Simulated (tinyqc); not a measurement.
Inside a calculation. Method: CCD on RHF in the sto-3g basis, for HF, spin multiplicity 1. Computed by tinyqc, a small Python program that keeps every step (integrals from PySCF). Settings: charge = 0, multiplicity = 1, basis = sto-3g, method = RHF, energy threshold = 1e-10, iteration cap = 86, orthogonalisation = canonical, start = Wolfsberg-Helmholz matrix, DIIS depth = 6, amplitude equations = CCD, DIIS depth for amplitudes = 0, cap on updates = 79. Command: `OMP_NUM_THREADS=1 python tinyqc.py 31844 31845 out.jsonl` (the two numbers bound the seeds that draw the settings). One thread of a shared host (Intel(R) Xeon(R) Processor @ 2.60GHz), about 0.09 s of CPU time with the checks. The early iterations of the SCF are left out here.

## One-electron integrals

Geometry (angstrom):
```
atom       x       y       z
F     0.0000  0.0000  0.0000
H     0.0000  0.0000  0.8790
```

Basis sto-3g: exponents (1/bohr^2) and contraction coefficients of normalised primitives:
```
element  l (shell)  exponent  coefficient
F            s (1)  166.6791       0.1543
F            s (1)   30.3608       0.5353
F            s (1)    8.2168       0.4446
F            s (2)    6.4648      -0.1000
F            s (2)    1.5023       0.3995
F            s (2)    0.4886       0.7001
F            p (3)    6.4648       0.1559
F            p (3)    1.5023       0.6077
F            p (3)    0.4886       0.3920
H            s (1)    3.4253       0.1543
H            s (1)    0.6239       0.5353
H            s (1)    0.1689       0.4446
```

Overlap, kinetic and nuclear-attraction integrals over the contracted functions; the nuclear repulsion is the sum of Za Zb / Rab.

nuclear repulsion = 5.418197 hartree

overlap S, order 1F 1s, 1F 2s, 1F 2px, 1F 2py, 1F 2pz, 2H 1s:
$$\begin{pmatrix}
1.0000 & 0.2380 & 0.0000 & 0.0000 & 0.0000 & 0.0541 \\
0.2380 & 1.0000 & 0.0000 & 0.0000 & 0.0000 & 0.4748 \\
0.0000 & 0.0000 & 1.0000 & 0.0000 & 0.0000 & 0.0000 \\
0.0000 & 0.0000 & 0.0000 & 1.0000 & 0.0000 & 0.0000 \\
0.0000 & 0.0000 & 0.0000 & 0.0000 & 1.0000 & 0.3620 \\
0.0541 & 0.4748 & 0.0000 & 0.0000 & 0.3620 & 1.0000
\end{pmatrix}$$

kinetic energy T (hartree), order 1F 1s, 1F 2s, 1F 2px, 1F 2py, 1F 2pz, 2H 1s:
$$\begin{pmatrix}
36.9846 & -0.2129 & 0.0000 & 0.0000 & 0.0000 & 0.0034 \\
-0.2129 & 1.0380 & 0.0000 & 0.0000 & 0.0000 & 0.1501 \\
0.0000 & 0.0000 & 3.2480 & 0.0000 & 0.0000 & 0.0000 \\
0.0000 & 0.0000 & 0.0000 & 3.2480 & 0.0000 & 0.0000 \\
0.0000 & 0.0000 & 0.0000 & 0.0000 & 3.2480 & 0.3058 \\
0.0034 & 0.1501 & 0.0000 & 0.0000 & 0.3058 & 0.7600
\end{pmatrix}$$

nuclear attraction V (hartree), order 1F 1s, 1F 2s, 1F 2px, 1F 2py, 1F 2pz, 2H 1s:
$$\begin{pmatrix}
-77.6116 & -9.3201 & 0.0000 & 0.0000 & -0.0164 & -2.1881 \\
-9.3201 & -12.1370 & 0.0000 & 0.0000 & -0.1936 & -4.5283 \\
0.0000 & 0.0000 & -12.0010 & 0.0000 & 0.0000 & 0.0000 \\
0.0000 & 0.0000 & 0.0000 & -12.0010 & 0.0000 & 0.0000 \\
-0.0164 & -0.1936 & 0.0000 & 0.0000 & -12.1304 & -3.0843 \\
-2.1881 & -4.5283 & 0.0000 & 0.0000 & -3.0843 & -6.3771
\end{pmatrix}$$

core Hamiltonian H = T + V (hartree), order 1F 1s, 1F 2s, 1F 2px, 1F 2py, 1F 2pz, 2H 1s:
$$\begin{pmatrix}
-40.6270 & -9.5329 & 0.0000 & 0.0000 & -0.0164 & -2.1847 \\
-9.5329 & -11.0990 & 0.0000 & 0.0000 & -0.1936 & -4.3782 \\
0.0000 & 0.0000 & -8.7530 & 0.0000 & 0.0000 & 0.0000 \\
0.0000 & 0.0000 & 0.0000 & -8.7530 & 0.0000 & 0.0000 \\
-0.0164 & -0.1936 & 0.0000 & 0.0000 & -8.8824 & -2.7785 \\
-2.1847 & -4.3782 & 0.0000 & 0.0000 & -2.7785 & -5.6171
\end{pmatrix}$$

## Two-electron integrals

Functions are numbered as in S; the eight-fold symmetry (ij|kl) = (ji|kl) = (kl|ij) leaves the list below.

Two-electron integrals (ij|kl) in chemists' order, unique and non-zero (hartree):
```
(11|11) 5.4035   (21|11) 0.8419   (21|21) 0.1563   (22|11) 1.2680
(22|21) 0.2923   (22|22) 0.9262   (31|31) 0.0280   (32|31) 0.0432
(32|32) 0.2046   (33|11) 1.2645   (33|21) 0.2924   (33|22) 0.9260
(33|33) 0.9975   (41|41) 0.0280   (42|41) 0.0432   (42|42) 0.2046
(43|43) 0.0538   (44|11) 1.2645   (44|21) 0.2924   (44|22) 0.9260
(44|33) 0.8900   (44|44) 0.9975   (51|51) 0.0280   (52|51) 0.0432
(52|52) 0.2046   (53|53) 0.0538   (54|54) 0.0538   (55|11) 1.2645
(55|21) 0.2924   (55|22) 0.9260   (55|33) 0.8900   (55|44) 0.8900
(55|55) 0.9975   (61|11) 0.1949   (61|21) 0.0358   (61|22) 0.0665
(61|33) 0.0664   (61|44) 0.0664   (61|51) 0.0014   (61|52) 0.0027
(61|55) 0.0667   (61|61) 0.0083   (62|11) 0.4536   (62|21) 0.1058
(62|22) 0.3694   (62|33) 0.3643   (62|44) 0.3643   (62|51) 0.0071
(62|52) 0.0536   (62|55) 0.3793   (62|61) 0.0245   (62|62) 0.1755
(63|31) 0.0116   (63|32) 0.0666   (63|53) 0.0115   (63|63) 0.0272
(64|41) 0.0116   (64|42) 0.0666   (64|54) 0.0115   (64|64) 0.0272
(65|11) 0.2906   (65|21) 0.0687   (65|22) 0.2571   (65|33) 0.2458
(65|44) 0.2458   (65|51) 0.0156   (65|52) 0.1026   (65|55) 0.2794
(65|61) 0.0167   (65|62) 0.1497   (65|65) 0.1540   (66|11) 0.5714
(66|21) 0.1355   (66|22) 0.5419   (66|33) 0.5228   (66|44) 0.5228
(66|51) 0.0125   (66|52) 0.1288   (66|55) 0.5796   (66|61) 0.0317
(66|62) 0.3163   (66|65) 0.3133   (66|66) 0.7746
```

## Orthogonalisation

S = U s U^T; canonical form X = U s^(-1/2), so that X^T S X = 1. Each column of U has its largest component positive (the first on a tie).

eigenvalues of S: [0.3865, 0.8460, 1.0000, 1.0000, 1.1216, 1.6459]

X, order 1F 1s, 1F 2s, 1F 2px, 1F 2py, 1F 2pz, 2H 1s:
$$\begin{pmatrix}
0.2726 & 0.7733 & 0.0000 & 0.0000 & -0.5905 & 0.2124 \\
-0.9510 & -0.4452 & 0.0000 & 0.0000 & -0.3488 & 0.4587 \\
0.0000 & 0.0000 & 0.0388 & 0.9992 & 0.0000 & 0.0000 \\
0.0000 & 0.0000 & 0.9992 & -0.0388 & 0.0000 & 0.0000 \\
-0.6445 & 0.5716 & 0.0000 & 0.0000 & 0.6152 & 0.2901 \\
1.0923 & -0.2432 & 0.0000 & 0.0000 & 0.2067 & 0.5176
\end{pmatrix}$$

Within a degenerate level the vectors are fixed only up to a rotation; this is one choice.

## Iteration 7 (converged): orbitals

converged F (hartree), order 1F 1s, 1F 2s, 1F 2px, 1F 2py, 1F 2pz, 2H 1s:
$$\begin{pmatrix}
-25.8868 & -6.6229 & 0.0000 & 0.0000 & -0.0259 & -1.5282 \\
-6.6229 & -3.0547 & 0.0000 & 0.0000 & -0.1167 & -1.2329 \\
0.0000 & 0.0000 & -0.4656 & 0.0000 & 0.0000 & 0.0000 \\
0.0000 & 0.0000 & 0.0000 & -0.4656 & 0.0000 & 0.0000 \\
-0.0259 & -0.1167 & 0.0000 & 0.0000 & -0.3919 & -0.6011 \\
-1.5282 & -1.2329 & 0.0000 & 0.0000 & -0.6011 & -0.6618
\end{pmatrix}$$

Diagonalise F' = X^T F X, C = X C', fill 5 alpha and 5 beta electrons from the bottom; D = 2 C_occ C_occ^T. Each column has its largest component positive (the first on a tie).

F' = X^T F X (hartree):
$$\begin{pmatrix}
0.1590 & -2.0608 & 0.0000 & 0.0000 & 1.3852 & -0.4598 \\
-2.0608 & -11.1811 & 0.0000 & 0.0000 & 10.9037 & -5.6038 \\
0.0000 & 0.0000 & -0.4656 & 0.0000 & 0.0000 & 0.0000 \\
0.0000 & 0.0000 & 0.0000 & -0.4656 & 0.0000 & 0.0000 \\
1.3852 & 10.9037 & 0.0000 & 0.0000 & -11.8378 & 6.1380 \\
-0.4598 & -5.6038 & 0.0000 & 0.0000 & 6.1380 & -4.4476
\end{pmatrix}$$

orbital energies (hartree): MO1 -25.8968, MO2 -1.4842, MO3 -0.5962, MO4 -0.4656, MO5 -0.4656, MO6 0.6697

coefficients C, order 1F 1s, 1F 2s, 1F 2px, 1F 2py, 1F 2pz, 2H 1s:
$$\begin{pmatrix}
0.9946 & -0.2476 & 0.0867 & 0.0000 & 0.0000 & 0.0893 \\
0.0231 & 0.9250 & -0.4582 & 0.0000 & 0.0000 & -0.6070 \\
0.0000 & 0.0000 & 0.0000 & 0.9692 & -0.2464 & 0.0000 \\
0.0000 & 0.0000 & 0.0000 & 0.2464 & 0.9692 & 0.0000 \\
0.0033 & 0.1027 & 0.7069 & 0.0000 & 0.0000 & -0.8334 \\
-0.0063 & 0.1662 & 0.5079 & 0.0000 & 0.0000 & 1.1301
\end{pmatrix}$$

D after iteration 7, order 1F 1s, 1F 2s, 1F 2px, 1F 2py, 1F 2pz, 2H 1s:
$$\begin{pmatrix}
2.1163 & -0.4917 & 0.0000 & 0.0000 & 0.0782 & -0.0067 \\
-0.4917 & 2.1324 & 0.0000 & 0.0000 & -0.4578 & -0.1583 \\
0.0000 & 0.0000 & 2.0000 & 0.0000 & 0.0000 & 0.0000 \\
0.0000 & 0.0000 & 0.0000 & 2.0000 & 0.0000 & 0.0000 \\
0.0782 & -0.4578 & 0.0000 & 0.0000 & 1.0205 & 0.7522 \\
-0.0067 & -0.1583 & 0.0000 & 0.0000 & 0.7522 & 0.5713
\end{pmatrix}$$

Within a degenerate level the vectors are fixed only up to a rotation; this is one choice.

## Convergence

Stop when the energy changes by less than 1e-10 hartree and every element of the error matrix X^T (F D S - S D F) X is below 3e-06.

Course of the cycle:
```
iteration  E (hartree)     change  largest element of the error matrix
1           -98.319942          -                             8.41e-01
2           -98.543785  -2.24e-01                             1.70e-01
3           -98.563829  -2.00e-02                             1.96e-02
4           -98.564018  -1.90e-04                             1.75e-03
5           -98.564020  -1.42e-06                             7.69e-05
6           -98.564020  -4.47e-09                             3.95e-06
7           -98.564020  -1.23e-11                             1.08e-09
```

PySCF RHF in the same basis = -98.564020 hartree

Converged in 7 iterations.

## Integrals over molecular orbitals

(pq|rs) = sum C_ip C_jq C_kr C_ls (ij|kl), one index at a time.

one-electron integrals over orbitals h = C^T H C (hartree):
$$\begin{pmatrix}
-40.6085 & 0.6978 & -0.2344 & 0.0000 & 0.0000 & -0.2441 \\
0.6978 & -9.1670 & 0.5455 & 0.0000 & 0.0000 & 1.2791 \\
-0.2344 & 0.5455 & -7.7923 & 0.0000 & 0.0000 & 1.7684 \\
0.0000 & 0.0000 & 0.0000 & -8.7530 & 0.0000 & 0.0000 \\
0.0000 & 0.0000 & 0.0000 & 0.0000 & -8.7530 & 0.0000 \\
-0.2441 & 1.2791 & 1.7684 & 0.0000 & 0.0000 & -6.1171
\end{pmatrix}$$

Two-electron integrals over orbitals (pq|rs), unique and non-zero (hartree):
```
(11|11) 5.3618    (21|11) -0.4995   (21|21) 0.0738    (22|11) 1.1924
(22|21) -0.0187   (22|22) 0.8578    (31|11) 0.1746    (31|21) -0.0232
(31|22) 0.0153    (31|31) 0.0249    (32|11) -0.1439   (32|21) 0.0095
(32|22) -0.0074   (32|31) 0.0210    (32|32) 0.1586    (33|11) 1.0335
(33|21) -0.0121   (33|22) 0.7652    (33|31) -0.0066   (33|32) -0.0590
(33|33) 0.7936    (41|41) 0.0296    (42|41) 0.0387    (42|42) 0.1782
(43|41) -0.0125   (43|42) -0.0459   (43|43) 0.0519    (44|11) 1.2640
(44|21) -0.0142   (44|22) 0.8747    (44|31) 0.0051    (44|32) -0.0766
(44|33) 0.7731    (44|44) 0.9975    (51|51) 0.0296    (52|51) 0.0387
(52|52) 0.1782    (53|51) -0.0125   (53|52) -0.0459   (53|53) 0.0519
(54|54) 0.0538    (55|11) 1.2640    (55|21) -0.0142   (55|22) 0.8747
(55|31) 0.0051    (55|32) -0.0766   (55|33) 0.7731    (55|44) 0.8900
(55|55) 0.9975    (61|11) 0.1818    (61|21) -0.0296   (61|22) -0.0008
(61|31) -0.0073   (61|32) -0.0253   (61|33) 0.0145    (61|44) 0.0049
(61|55) 0.0049    (61|61) 0.0276    (62|11) -0.2658   (62|21) 0.0056
(62|22) -0.1373   (62|31) -0.0203   (62|32) -0.0373   (62|33) -0.0451
(62|44) -0.1368   (62|55) -0.1368   (62|61) 0.0146    (62|62) 0.0996
(63|11) -0.3386   (63|21) 0.0060    (63|22) -0.1477   (63|31) 0.0024
(63|32) 0.0930    (63|33) -0.1311   (63|44) -0.1834   (63|55) -0.1834
(63|61) -0.0066   (63|62) 0.0603    (63|63) 0.1620    (64|41) -0.0116
(64|42) -0.0453   (64|43) -0.0121   (64|64) 0.0322    (65|51) -0.0116
(65|52) -0.0453   (65|53) -0.0121   (65|65) 0.0322    (66|11) 0.8964
(66|21) -0.0088   (66|22) 0.6925    (66|31) 0.0174    (66|32) 0.0762
(66|33) 0.6694    (66|44) 0.6560    (66|55) 0.6560    (66|61) -0.0101
(66|62) -0.0690   (66|63) -0.0118   (66|66) 0.7186
```

## CCD: starting amplitudes

t_ij^ab = <ij||ab> / (e_i + e_j - e_a - e_b), whose energy is MP2.

Starting amplitudes (spin orbitals 1a, 1b, ...; amplitudes related by a flip of all spins are not repeated):
```
from      to         t
3a 3b  6a 6b   -0.0640
2a 2b  6a 6b   -0.0231
2a 3b  6a 6b   -0.0176
5a 5b  6a 6b   -0.0142
4a 4b  6a 6b   -0.0142
1a 1b  6a 6b   -0.0005
1a 2b  6a 6b   -0.0005
1a 3b  6a 6b  2.38e-04
```

correlation energy = -0.015743 hartree

## CCD: amplitude update 1

t_ij^ab D_ij^ab are set to the remaining terms of the spin-orbital equations, evaluated with the old amplitudes; for the doubles these are <ij||ab> + 1/2 <ab||ef> t_ij^ef + 1/2 <mn||ij> t_mn^ab + P(ij)P(ab) <mb||ej> t_im^ae + terms in t^2, D the orbital-energy denominators.

Amplitudes after update 1 (spin orbitals 1a, 1b, ...; amplitudes related by a flip of all spins are not repeated):
```
from      to          t
3a 3b  6a 6b    -0.0849
2a 3b  6a 6b    -0.0257
2a 2b  6a 6b    -0.0256
5a 5b  6a 6b    -0.0164
4a 4b  6a 6b    -0.0164
1a 2b  6a 6b  -4.47e-04
1a 1b  6a 6b  -4.41e-04
1a 3b  6a 6b   1.56e-04
```

correlation energy = -0.020492 hartree

## CCD: amplitude update 2

As before.

Amplitudes after update 2 (spin orbitals 1a, 1b, ...; amplitudes related by a flip of all spins are not repeated):
```
from      to          t
3a 3b  6a 6b    -0.0923
2a 3b  6a 6b    -0.0286
2a 2b  6a 6b    -0.0256
5a 5b  6a 6b    -0.0168
4a 4b  6a 6b    -0.0168
1a 1b  6a 6b  -4.35e-04
1a 2b  6a 6b  -4.27e-04
1a 3b  6a 6b   1.27e-04
```

correlation energy = -0.022057 hartree

## CCD: amplitude update 3

As before.

Amplitudes after update 3 (spin orbitals 1a, 1b, ...; amplitudes related by a flip of all spins are not repeated):
```
from      to          t
3a 3b  6a 6b    -0.0950
2a 3b  6a 6b    -0.0296
2a 2b  6a 6b    -0.0254
5a 5b  6a 6b    -0.0169
4a 4b  6a 6b    -0.0169
1a 1b  6a 6b  -4.33e-04
1a 2b  6a 6b  -4.21e-04
1a 3b  6a 6b   1.18e-04
```

correlation energy = -0.022596 hartree

## CCD: convergence

E_corr = 1/4 sum <ij||ab> t_ij^ab; stop when the norm of the change is below 1e-8.

Course of the amplitude iterations:
```
update  correlation energy (hartree)  norm of the change
0                          -0.015743                   -
1                          -0.020492            4.83e-02
2                          -0.022057            1.69e-02
3                          -0.022596            6.06e-03
4                          -0.022785            2.18e-03
5                          -0.022853            7.89e-04
6                          -0.022877            2.85e-04
7                          -0.022885            1.03e-04
8                          -0.022889            3.74e-05
9                          -0.022890            1.36e-05
10                         -0.022890            4.91e-06
11                         -0.022890            1.78e-06
12                         -0.022890            6.44e-07
13                         -0.022890            2.33e-07
14                         -0.022890            8.45e-08
15                         -0.022890            3.06e-08
16                         -0.022890            1.11e-08
17                         -0.022890            4.02e-09
```

Converged amplitudes (spin orbitals 1a, 1b, ...; amplitudes related by a flip of all spins are not repeated):
```
from      to          t
3a 3b  6a 6b    -0.0965
2a 3b  6a 6b    -0.0301
2a 2b  6a 6b    -0.0252
5a 5b  6a 6b    -0.0169
4a 4b  6a 6b    -0.0169
1a 1b  6a 6b  -4.33e-04
1a 2b  6a 6b  -4.19e-04
1a 3b  6a 6b   1.12e-04
```

CCD total energy = -98.586910 hartree

Converged in 17 updates.
